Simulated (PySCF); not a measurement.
# How methods differ on the ionisation energy of Li

Li [He] 2s1 (2S) → Li⁺ 1s2 (1S), as a difference of total energies. Calculation: PySCF 2.14, in jorge-DZP-DKH (4s2p1d, 15 functions); scalar relativity by spin-free X2C-1e. The calculations carry no spin-orbit coupling.

```tsv
method	ionisation energy (eV)
UHF	5.333
TPSS	5.501
M06-2X	5.397
```

For comparison: 5.392 eV (measured; NIST Atomic Spectra Database, ionization energies).
